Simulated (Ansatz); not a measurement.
Relaxed structures of Si2NH5, singlet (PBE0-D4/def2-TZVP; forces vanish, vibrations not checked; lower isomers may exist, and structures with a doubtful reference or unclear bonds are left out; Å). Computed with Ansatz 0.2.0 (basis: def2-TZVPP); correlated methods freeze the cores.

Question: Rank them by CCSD(T) energy, lowest first, and give each one's height above the lowest. Links in brackets join atoms within 1.22 times the sum of their covalent radii (1.1 for two metals). (To be estimated.)
A.
Si₂NH₅ ([NH2][SiH][SiH2])
```
8
angstrom
N -0.5324 1.4778 0.0893
Si -0.3302 -0.0836 -0.5281
Si 0.4582 -1.8657 0.5438
H -1.3162 -0.1811 -1.6407
H 0.0132 1.8374 0.8547
H -1.2212 2.1298 -0.2462
H 1.0000 -2.6213 -0.6361
H 1.6603 -1.3228 1.2626
```
B.
Si₂NH₅ ([NH2]1[SiH][SiH2]1)
```
8
angstrom
N -0.8773 -0.3085 -0.5789
Si -0.1525 1.3319 0.3429
Si 0.5722 -0.8451 0.4371
H -0.8086 -0.3654 -1.5853
H 0.8170 1.4773 -0.8266
H -1.7972 -0.6014 -0.2804
H 1.4992 -1.5295 -0.5052
H 0.0441 -1.8712 1.3794
```
C.
Si₂NH₅ ([NH]1[SiH2][SiH2]1)
```
8
angstrom
N -0.6750 -0.2056 -0.6445
Si 0.0385 1.1657 0.1308
Si 0.4791 -1.0081 0.3630
H -1.3853 -0.4219 -1.3218
H 0.8229 2.0979 -0.7222
H -0.8250 1.9529 1.0509
H 1.5964 -1.7182 -0.3147
H -0.0517 -1.8627 1.4583
```

Answer: The calculation gives: C (0.00 kcal/mol), B (13.12 kcal/mol), A (15.04 kcal/mol). Heights count from the lowest.

No T1 diagnostic of these runs exceeds 0.019. The restricted Hartree–Fock reference is unstable towards an unrestricted one at one or more of these structures.

For scale, one of the runs: CCSD(T)/def2-TZVPP, 185 basis functions, launched by `ansatz run in.yaml --threads 2 --pin off --events-out ev --progress --plain --max-ram 4352MiB`. The run took 34 s on 2 CPU threads of an Arm Neoverse V1 (shared host), with 1.7 GiB of host memory at its peak.
